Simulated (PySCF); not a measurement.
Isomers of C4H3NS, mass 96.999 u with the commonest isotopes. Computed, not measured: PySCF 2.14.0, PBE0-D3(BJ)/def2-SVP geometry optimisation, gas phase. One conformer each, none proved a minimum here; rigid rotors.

Question: Order these by rotational constant A, smallest first.
A. `[N:1]#[C:2]/[CH:3]=[CH:4]\[CH:5]=[S:6]` with C3–C4–C5–S6 -179°
B. `[N:1]#[C:2][CH2:3][CH:4]=[C:5]=[S:6]` with C2–C3–C4–C5 -114°
C. `CC(=C=S)C#N`

Answer: C (5223 MHz), A (9576 MHz), B (11691 MHz).

Question: Order these by rotational constant C, largest first.
A. `[N:1]#[C:2]/[CH:3]=[CH:4]\[CH:5]=[S:6]` with C3–C4–C5–S6 -179°
B. `CC(=C=S)C#N`
C. `[N:1]#[C:2][CH2:3][CH:4]=[C:5]=[S:6]` with C2–C3–C4–C5 -114°

Answer: B (1305 MHz), A (1146 MHz), C (1054 MHz).

Question: Order these by dipole moment, smallest first.
A. `[N:1]#[C:2][CH2:3][CH:4]=[C:5]=[S:6]` with C2–C3–C4–C5 -114°
B. `[N:1]#[C:2]/[CH:3]=[CH:4]\[CH:5]=[S:6]` with C3–C4–C5–S6 -179°
C. `CC(=C=S)C#N`

Answer: B (2.93 D), A (3.32 D), C (3.96 D).

```json
{"SMILES": "N#CCC=C=S", "point group": "C1", "Ia (u·Å²)": "43.23", "Ib (u·Å²)": "461.22", "Ic (u·Å²)": "479.27", "κ": "-0.99", "μa (D)": "2.15", "μb (D)": "2.44", "μc (D)": "0.67"}
{"SMILES": "N#C/C=C\\C=S", "point group": "Cs", "Ia (u·Å²)": "52.78", "Ib (u·Å²)": "388.27", "Ic (u·Å²)": "441.05", "κ": "-0.96", "μa (D)": "0.36", "μb (D)": "2.91", "μc (D)": "0.01"}
{"SMILES": "CC(=C=S)C#N", "point group": "Cs", "Ia (u·Å²)": "96.75", "Ib (u·Å²)": "293.72", "Ic (u·Å²)": "387.26", "κ": "-0.79", "μa (D)": "2.51", "μb (D)": "3.06", "μc (D)": "0.00"}
```
